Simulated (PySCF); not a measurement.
System (SMILES): FCl (F-Cl).
Geometry (B3LYP-D3(BJ)/def2-TZVP, fixed):
```xyz
2

F      0.0000     0.0000    -1.0729
Cl     0.0000     0.0000     0.5680
```
Charge 0, spin multiplicity 1.

Basis-set convergence of the lowest singlet excitation energy at CAM-B3LYP with PySCF. Tamm-Dancoff approximation; the state is taken by its order, and sets in which it differs in degeneracy or brightness are left out, yet its character can still change. All functions are spherical. Density fitting with generated auxiliary sets. No added dispersion term, no relativity. Reference: the value in aug-pcseg-3, 4.035 eV, itself unsure by roughly 0.008 eV (its mean distance from aug-cc-pV(Q+d)Z, aug-pcseg-2, aug-cc-pV(T+d)Z). Deviations are taken from unrounded values. Cost is core time over that of aug-pcseg-1, rough, on shared machines of one kind; a dash marks a row that isn't timed (too short, read off another run, short of memory, by another algorithm or on other hardware).

| basis | functions | lowest singlet excitation energy (eV) | minus reference (eV) | cost |
|---|---|---|---|---|
| 3-21G | 22 | 4.353 | 0.318 | - |
| pcseg-0 | 22 | 4.336 | 0.301 | - |
| 6-31G** | 32 | 4.216 | 0.181 | 0.4× |
| aug-pcseg-1 | 50 | 4.054 | 0.019 | 1× |
| aug-cc-pV(D+d)Z | 55 | 4.011 | -0.024 | 0.9× |
| pcseg-2 | 64 | 4.104 | 0.069 | 0.9× |
| 6-311++G(3df,3pd) | 86 | 4.042 | 0.007 | 3× |
| def2-TZVPD | 86 | 4.032 | -0.003 | 3× |
| jun-cc-pV(T+d)Z | 87 | 4.033 | -0.003 | 2× |
| cc-pV(Q+d)Z | 119 | 4.068 | 0.033 | 3× |
| def2-QZVPP | 127 | 4.056 | 0.021 | 5× |
| aug-pcseg-3 | 174 | 4.035 | 0.000 | 20× |
| cc-pV(5+d)Z | 191 | 4.052 | 0.017 | 10× |

The smallest set listed that lies within 0.05 eV of the reference with all its larger relatives (same family, alike in diffuse functions; a set with none counts only in the reference's own line) is aug-pcseg-1 (50 functions, 1× in cost, 0.019 eV off). Inside, with no larger relative to test it: 6-311++G(3df,3pd), def2-QZVPP. (Relatives not listed, tested too: def2-TZVPPD -0.003, aug-pcseg-2 0.018, aug-cc-pV(T+d)Z 0.002, def2-QZVPPD 0.002, aug-cc-pV(Q+d)Z 0.003 eV.)
